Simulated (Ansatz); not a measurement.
Geometry optimisation, Ansatz, RKS PBE0-D4/def2-SVP.

The input (input.yaml):

```yaml
crystal:
  periodic: [false, false, false]
  atoms:
    - { symbol: Si, position_ang: [-0.31379, 0.29933, -0.13646] }
    - { symbol: H, position_ang: [0.85057, 0.79853, 0.55305] }
    - { symbol: H, position_ang: [-0.53678, -1.09786, -0.41659] }
basis:
  gaussian: { orbitals: def2-SVP }
hamiltonian:
  xc: pbe0
  dispersion: d4
relax:
  f_tol: 0.02
  max_steps: 40
scf:
  lower_state_search: "off"
```

Command:

```bash
$ ansatz run input.yaml --threads 1 --pin off --max-ram 2048MiB --backend cpu --events-out ev --progress --plain --runs-dir out
```

Question: Where does it end, and by what steps?

Answer: The run converged. After 4 steps the energy has fallen by 0.770 eV; Si1 moved furthest, 0.26 Å.

```csv
step,energy less start (eV),largest force component (eV/Å),accepted
0,0.0000,2.837,yes
1,-0.7079,0.499,yes
2,-0.7463,0.293,yes
3,-0.7694,0.039,yes
4,-0.7695,0.004,yes
```

```xyz
3
Properties=species:S:1:pos:R:3
Si -0.494 0.471 -0.215
H 0.845 0.582 0.526
H -0.351 -1.053 -0.311
```

Run time: 1 s on 1 thread of Arm Neoverse V2, with other jobs on the host, peak memory 0.08 GiB.
